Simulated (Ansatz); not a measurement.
C2F2S, SMILES `FC1=C(F)S1`. Total charge 0; spin multiplicity 1. The geometry is a stationary point of PBE0-D4/def2-TZVP.

```xyz
5

F    -1.402    1.222    0.437
C    -0.490    0.417    0.004
C     0.474   -0.389    0.192
F     1.291   -1.028    0.962
S     0.127   -0.221   -1.595
```

(1) What is the dipole moment at PBE/def2-TZVPP? (Estimate.)

(2) And with r2SCAN, B3LYP, ωB97M-V? (Best estimate.)

(3) Give the Mulliken charges with PBE, r2SCAN, ωB97M-V in def2-TZVPP. (Estimate.)

Results:

(1) Computed: 1.03 D, with components (-0.08, 0.14, 1.02) D in this frame, pointing from negative to positive charge.

(2) The calculation gave: r2SCAN 1.06 D, B3LYP 0.85 D, ωB97M-V 0.82 D.

(3) Computed: 
```json
{"atom": "F1", "PBE": "-0.09", "r2SCAN": "-0.13", "ωB97M-V": "-0.13"}
{"atom": "C2", "PBE": "0.17", "r2SCAN": "0.20", "ωB97M-V": "0.18"}
{"atom": "C3", "PBE": "0.17", "r2SCAN": "0.20", "ωB97M-V": "0.18"}
{"atom": "F4", "PBE": "-0.09", "r2SCAN": "-0.13", "ωB97M-V": "-0.13"}
{"atom": "S5", "PBE": "-0.16", "r2SCAN": "-0.14", "ωB97M-V": "-0.10"}
```

B3LYP here is the variant with VWN-RPA as its local correlation; programs differ in this.
